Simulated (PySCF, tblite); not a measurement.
Calculations on `[NH3+]CC1CC1`, in the order of a workflow; each names the level of the geometry that it ran on. Settings lines and outputs come from a driver script.

Compound: C4H10N (charge +1).
Atom-mapped SMILES: `[NH3+:1][CH2:2][CH:3]1[CH2:4][CH2:5]1` (hydrogens: H6, H7, H8 on N1; H9, H10 on C2; H11 on C3; H12, H13 on C4; H14, H15 on C5)

Step 1: GFN2-xTB geometry optimisation, gas phase (tblite 0.8.0) (from a force-field or distance-geometry start)
```json
{"job": {"kind": "relax", "xc": "GFN2-xTB", "basis": "xTB"}, "charge": 1, "multiplicity": 1}
```
```
step      E/eV     max force
  0    -438.16440    2.861
  1    -438.41480    1.054
  2    -438.47676    0.619
...
 79    -438.64429    0.015
 80    -438.64433    0.014
 81    -438.64437    0.012
 82    -438.64440    0.011
 83    -438.64441    0.009
```

Energy lowered by 11.1 kcal/mol over 83 steps; largest atomic force 0.009 eV/Å at the end. «max force» is the largest atomic force in eV/Å.

Time: 0.21 s of wall time. Hardware: one thread, Intel Xeon 6975P-C (x86_64), shared host with 192 logical CPUs at a one-minute load of 99.

Step 2: GFN2-xTB harmonic vibrations, gas phase (tblite 0.8.0) (on the GFN2-xTB geometry)
```json
{"job": {"kind": "ir", "xc": "GFN2-xTB", "basis": "xTB"}, "charge": 1, "multiplicity": 1}
```
```
(table of modes left out)
```

39 modes from 92 to 3254 cm⁻¹ (unscaled, harmonic); zero-point energy 86.0 kcal/mol; all wavenumbers are real at this level.

Time: 0.18 s of wall time. Hardware: one thread of an Intel Xeon 6975P-C, shared host with 192 logical CPUs at a one-minute load of 99.

Step 3: TDDFT PBE0/def2-SVPD, vertical, gas phase, core orbitals frozen in the response (PySCF 2.14.0, density-fitted response routines) (on the GFN2-xTB geometry)
```json
{"job": {"kind": "uv", "xc": "PBE0", "basis": "def2-SVPD", "nstates": 6, "ntriplets": 2}, "charge": 1, "multiplicity": 1}
```
```
...
Static polarisability (au): isotropic 50.891, principal 44.654 49.016 59.003
Singlet excitations
state   eV       nm        f      main configurations
  1   7.1006    174.6   0.01302   H->L 0.89, H-1->L 0.10
  2   7.1886    172.5   0.03652   H-1->L 0.89, H->L 0.10
  3   8.4993    145.9   0.00500   H->L+1 0.58, H-1->L+1 0.33
  4   8.5723    144.6   0.01180   H-1->L+1 0.60, H->L+1 0.33
  5   8.6719    143.0   0.00761   H-2->L 0.90
  6   8.7141    142.3   0.03073   H->L+2 0.59, H-1->L+2 0.27
Triplet excitations (Tamm-Dancoff, eV): 6.9906 7.0847
```

HOMO -12.92 eV, LUMO -4.80 eV; lowest singlet 7.10 eV; lowest triplet 6.99 eV (Tamm–Dancoff); mean polarisability 50.9 au.

Hardware: one thread, Arm Neoverse V1 (aarch64), no GPU, shared host. Cost: 16 s wall, 0.74 GiB resident at most.

Geometry of the electronic-property runs (GFN2-xTB):
```
atom  x, y, z in Å
N1    -1.865   -0.352    0.247
C2    -0.836    0.635   -0.238
C3     0.430   -0.100   -0.582
C4     1.276   -0.624    0.548
C5     1.755    0.534   -0.265
H6    -2.725    0.113    0.561
H7    -2.098   -1.012   -0.506
H8    -1.463   -0.890    1.028
H9    -1.245    1.159   -1.103
H10   -0.655    1.355    0.561
H11    0.374   -0.695   -1.484
H12    1.765   -1.577    0.421
H13    0.963   -0.430    1.563
H14    2.564    0.379   -0.959
H15    1.755    1.513    0.185
```

 (This holds for the electronic-property runs.)

One conformer stands for the species.
